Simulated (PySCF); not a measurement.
All values below come from PBE-D3(BJ)/def2-TZVP // r2SCAN-D4/def2-TZVP (PySCF 2.14.0). Gas-phase values, no solvent. One relaxed conformer stands for a flexible species; it need not be the lowest. Excitations are Tamm–Dancoff values on a coarser integration grid. The basis has no diffuse functions, so Rydberg states are missing or too high.

Reference species (SMILES): `Cl[Si](Cl)(Cl)Cl` (neutral, multiplicity 1).

* **HOMO**: -8.10 eV
* **HOMO–LUMO gap**: 6.47 eV
* **S1 oscillator strength**: 0.000
* **S1 excitation (TDA)**: 6.61 eV

Changed species: `S[Si](Cl)(S)S` (3 of 4 Cl replaced by SH; the reference has 0 of 4 Cl replaced by SH).

**Question.** Predict the effect on the HOMO, HOMO–LUMO gap, S1 oscillator strength and S1 excitation (TDA).

**Answer.** the HOMO rises by 1.77 eV, to -6.33 eV; the HOMO–LUMO gap falls by 1.87 eV, to 4.60 eV; the S1 oscillator strength stays essentially unchanged; the S1 excitation (TDA) falls by 1.94 eV, to 4.67 eV.
